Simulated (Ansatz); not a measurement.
The same path of H₄SSi (6 atoms, charge 0, multiplicity 1) was run twice with different band settings. The coordinate that changes most is the dihedral H3–Si1–S2–H6.

The calculation used Ansatz 0.2.0, RKS PBE-D4/def2-mTZVP.

Relaxed end points:

```xyz
6
Properties=species:S:1:pos:R:3
Si -0.174 -0.265 -0.442
S 0.915 -0.016 1.409
H -1.649 -0.081 -0.260
H 0.111 -1.669 -0.856
H 0.292 0.683 -1.502
H 0.546 1.284 1.606
```

```xyz
6
Properties=species:S:1:pos:R:3
Si -0.150 -0.102 -0.511
S 1.023 0.777 1.079
H -1.604 0.227 -0.385
H -0.006 -1.591 -0.560
H 0.399 0.501 -1.760
H 0.380 0.125 2.091
```

Common settings: movable images 9; climbing image yes; optimiser quadratic models (default); start path IDPP; force threshold 0.05 eV/Å; iteration limit 60; end points relaxed.

| run | spring |
| --- | --- |
| 1 | 5.0 eV/Å² |
| 2 | 0.1 eV/Å² |

Q: What does each run give, and how far can it be trusted?

A: Run 1: converged after 4 iterations, highest image 0.045 eV above the first end. A vibrational analysis at the climbing image gives one clearly imaginary mode, 203i cm⁻¹: a first-order saddle point.
Run 2: converged after 4 iterations, highest image 0.045 eV above the first end. Another band between the same ends (9 images) ends at a top of the same energy, where a vibrational analysis finds 1 clearly imaginary mode.
